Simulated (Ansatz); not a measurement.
Working through a ladder of basis sets of CF (charge -1)

With the Python package of Ansatz (0.2.0).

Notebook, run cell by cell (the value of a cell's last expression is shown):

**Cell 1**
```python
import ansatz as az
from ase import Atoms
```

**Cell 2**
```python
atoms = Atoms(["C", "F"], positions=[
    (0.0, 0.0, 0.0),
    (0.0, 0.0, 1.425),
])
mol = az.Crystal.molecule_from_ase(atoms)
```

**Cell 3**
```python
model = (
    mol.calculation()
    .functional("pbe0", dispersion="d4")
    .charge(-1)  # electrons removed from the neutral system
    .spin("collinear", total=2)  # two spin channels
)
```

**Cell 4**
```python
energies = {}
for basis in ["cc-pVDZ", "cc-pVTZ"]:
    data = model.basis(gaussian=basis).run(threads=1).report
    size = data["n_frozen"] + data["n_occupied"][0] + data["n_virtual"][0]
    energies[basis] = (data["reference_energy_ev"] / 27.211386246, data["free_energy_ev"] / 27.211386246)
    print(f"{basis:14s} {size:4d} orbitals  reference {energies[basis][0]:14.6f} Ha  total {energies[basis][1]:14.6f} Ha")
```
Output:
```text
cc-pVDZ          28 orbitals  reference    -137.634601 Ha  total    -137.634994 Ha
cc-pVTZ          60 orbitals  reference    -137.691904 Ha  total    -137.692297 Ha
```

**Cell 5**
```python
last = energies["cc-pVTZ"][1]
for basis, (_, total) in energies.items():
    print(f"{basis:14s} lies {27.211386 * (total - last):9.4f} eV above cc-pVTZ")
```
Output:
```text
cc-pVDZ        lies    1.5593 eV above cc-pVTZ
cc-pVTZ        lies    0.0000 eV above cc-pVTZ
```

Against cc-pVDZ: cc-pVTZ -57.3 mHa. The last step alone is -57.30 mHa.

The drop along the ladder measures the basis error, and is no property of the molecule. The geometry is a force-field or estimated start, not a minimum of this method, and the last set is no limit. Much of the fall in a total is atomic energy, which cancels in bond and reaction energies. The run takes the species as open-shell (spin multiplicity 3), which needn't be its ground state. Total less reference energy is the dispersion correction. The spin state was assumed, and another may lie lower. Anions want diffuse functions, which this basis lacks. Finished in 1.5 s on 1 thread of Arm Neoverse V1, on a shared host, peak memory 0.17 GiB.
